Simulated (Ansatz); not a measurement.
Compare A (`C=C(N)O`) with its isomer B (`C1NCO1`).

Program: Ansatz. Geometries: PBE0-D4/def2-TZVP. ΔE: electronic, gas phase. CCSD(T)/CBS adds triple-zeta CCSD(T) − MP2 to the extrapolated MP2 energy (def2 sets, frozen cores). DFT in def2-TZVPP. B3LYP here is the variant with VWN-RPA as its local correlation; programs differ in this. One conformer a species, not always the lowest.

A:

Z-matrix (Å, degrees):
```
C
C 1 1.338
H 1 1.080 2 120.9
H 1 1.081 2 120.9 3 -177.8
N 2 1.376 1 126.3 3 4.1
O 2 1.355 1 124.2 3 -178.6
H 5 1.008 2 113.9 1 -150.1
H 5 1.006 2 114.7 1 -17.1
H 6 0.961 2 108.3 1 3.3
```

B:

```xyz
9

C    -0.703    0.718   -0.152
N     0.369    0.326    0.764
C     0.707   -0.693   -0.232
O    -0.259   -0.194   -1.153
H    -0.649    1.758   -0.495
H    -1.723    0.499    0.195
H     0.029   -0.063    1.632
H     1.726   -0.619   -0.629
H     0.504   -1.731    0.069
```

Problem. Which isomer does CCSD(T)/CBS put lower? Give the gap. (Estimate.)

Solution. Computed: A, by 118.6 kJ/mol.

Problem. Give E(B) − E(A) in kJ/mol with HF/def2-TZVPP, B3LYP, BLYP-D4, B3LYP-D4, MP2/def2-TZVPP, ωB97M-V, LDA (SPW92). (Best estimate.)

Solution. Ansatz gave: HF/def2-TZVPP 116.1, B3LYP 128.6, BLYP-D4 133.3, B3LYP-D4 128.7, MP2/def2-TZVPP 118.7, ωB97M-V 117.5, LDA (SPW92) 126.0. None reverses the order clearly.

Problem. Does the order hold for the free energy at 298.15 K (harmonic terms from PBE0-D4)? (Estimate.)

Solution. The calculation gave: Yes: G(B) − G(A) = +125.5 kJ/mol, for one conformer each.

Largest T1 diagnostic: 0.012.

From r2SCAN to r2SCAN0 (25 % exact exchange), in def2-TZVPP and without D4, E(B) − E(A) moves by −6.2 kJ/mol. Leaving LDA and LC-ωPBE aside and taking each functional with its dispersion term where it has one, the values, not all of them listed here, spread over 28.9 kJ/mol, from ωB97X-V to BLYP-D4. LDA lies +4.4 kJ/mol from PBE without D4.
